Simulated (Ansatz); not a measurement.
Consider the formal exchange of groups at a C–C bond: `CC(=N)Cl` + CH₃OH → `N=C(Cl)CO` + CH₄.

Calculated with Ansatz (gas phase, PBE0-D4/def2-TZVP geometries, no zero-point term in ΔE). CCSD(T)/CBS is the MP2 limit (def2-TZVPP, def2-QZVPP) plus CCSD(T) − MP2 in def2-TZVPP, frozen cores. This one scheme is used for every species. One conformer a species, not always the lowest.

```json
{"species": "`CC(=N)Cl`", "CCSD(T)/CBS(def2) energy (Eh)": "-592.98219"}
{"species": "CH₃OH", "CCSD(T)/CBS(def2) energy (Eh)": "-115.61712"}
{"species": "`N=C(Cl)CO`", "CCSD(T)/CBS(def2) energy (Eh)": "-668.14503"}
{"species": "CH₄", "CCSD(T)/CBS(def2) energy (Eh)": "-40.46206"}
```

(1) Work out ΔE.

Largest T1 diagnostic among the species: 0.012.

Results:

(1) ΔE = (-668.14503) + (-40.46206) − (-592.98219) − (-115.61712) = -0.00778 Eh = -0.21 eV.

At CCSD(T), def2-SVP lies −0.04 eV from the extrapolated value and def2-TZVPP −0.01 eV. Leaving LDA and LC-ωPBE aside and taking each functional with its dispersion term where it has one, the values, not all of them listed here, spread over 0.05 eV, from r2SCAN-D4 to B2PLYP. LDA lies −0.13 eV from PBE without D4.
